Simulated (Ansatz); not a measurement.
# C3H3FO: one species, many methods

One table from this session's results is given with a row withheld; the runs are named, their logs left out.

Method: functionals in def2-TZVPP, the program's frozen cores in correlated methods; program: Ansatz 0.2.0, Gaussian basis.

Plan: LDA (SPW92), PBE-D4, revPBE-D4, BLYP-D4, r2SCAN-D4, B97M-V, PBE0-D4, B3LYP-D4, r2SCANh-D4, r2SCAN0-D4, HSE06-D4, BHLYP-D4, CAM-B3LYP-D4, LC-ωPBE, ωB97X-V, ωB97M-V, B2PLYP, PBE-QIDH; CCSD(T)/def2-SVP; CCSD(T)/def2-TZVPP; MP2/def2-QZVPP; extrapolation to the limit; RPA on PBE.

### The geometry

An earlier PBE0-D4 in a triple-zeta def2 set relaxation fixed the geometry.

SMILES `OC1(F)C=C1`, 8 atoms, charge 0, spin multiplicity 1.

Atoms are counted from 1 here; the program's logs count them from 0.

Bond lengths: O1–C2 1.373 Å, O1–H6 0.963 Å, C2–F3 1.384 Å, C2–C4 1.443 Å, C2–C5 1.453 Å, C4–C5 1.308 Å, C4–H7 1.078 Å, C5–H8 1.079 Å. Angles: C2–O1–H6 108.2°, O1–C2–F3 108.5°, O1–C2–C4 121.9°, O1–C2–C5 125.4°, F3–C2–C4 119.8°, F3–C2–C5 118.4°, C4–C2–C5 53.7°, C2–C4–C5 63.6°, C2–C4–H7 148.0°, C5–C4–H7 148.4°, C2–C5–C4 62.8°, C2–C5–H8 149.3°, C4–C5–H8 147.9°.

The first run:

in.yaml reads:

```yaml
crystal:
  periodic: [false, false, false]
  atoms:
    - {symbol: O, position_ang: [0.870092, 0.545821, 1.201378]}
    - {symbol: C, position_ang: [-0.110345, 0.034098, 0.388305]}
    - {symbol: F, position_ang: [-1.296324, -0.003494, 1.101228]}
    - {symbol: C, position_ang: [0.168394, -0.984949, -0.594987]}
    - {symbol: C, position_ang: [-0.174914, 0.190447, -1.055234]}
    - {symbol: H, position_ang: [0.529118, 1.344497, 1.617273]}
    - {symbol: H, position_ang: [0.466102, -2.000935, -0.800248]}
    - {symbol: H, position_ang: [-0.359922, 0.817317, -1.913414]}
basis:
  gaussian: {orbitals: def2-TZVPP}
hamiltonian: {xc: lda}
output: {orbitals: {seedname: orbitals}}
```

Run with:

```console
$ ansatz run in.yaml --threads 2 --pin off --events-out ev --progress --plain --max-ram 4352MiB
```

Among the steps run: LDA; PBE-D4 (GGA); revPBE-D4 (GGA); BLYP-D4 (GGA); r2SCAN-D4 (meta-GGA); B97M-V (meta-GGA); PBE0-D4 (hybrid); B3LYP-D4 (hybrid); r2SCANh-D4 (hybrid); r2SCAN0-D4 (hybrid); HSE06-D4 (hybrid); BHLYP-D4 (hybrid); CAM-B3LYP-D4 (range-separated); LC-ωPBE (range-separated); ωB97X-V (range-separated); ωB97M-V (range-separated); B2PLYP (double hybrid); PBE-QIDH (double hybrid).

One table of the session follows, with a row left open; its other results are not shown here.

It belongs to the step «Orbital energies across the functionals». 

```
  functional  HOMO (eV)  gap (eV)
 LDA (SPW92)      -6.49      4.76
      PBE-D4      -6.32      4.86
   revPBE-D4      -6.26      4.90
     BLYP-D4      -6.25      4.90
   r2SCAN-D4      -6.62      5.42
      B97M-V      -6.75      5.65
     PBE0-D4      -7.85      7.47
    B3LYP-D4      -7.64      6.98
  r2SCANh-D4      -7.19      6.38
  r2SCAN0-D4      -8.05      7.82
    HSE06-D4          ?         ?
    BHLYP-D4      -9.31     10.06
CAM-B3LYP-D4      -9.31     10.08
     LC-ωPBE     -10.62     12.65
     ωB97X-V     -10.27     12.22
     ωB97M-V     -10.18     11.99
```

Estimate the missing values for HSE06-D4.

As computed: HOMO (eV): -7.45; gap (eV): 6.68. In the column «HOMO (eV)» it lies between B3LYP-D4 (-7.64) and r2SCANh-D4 (-7.19).
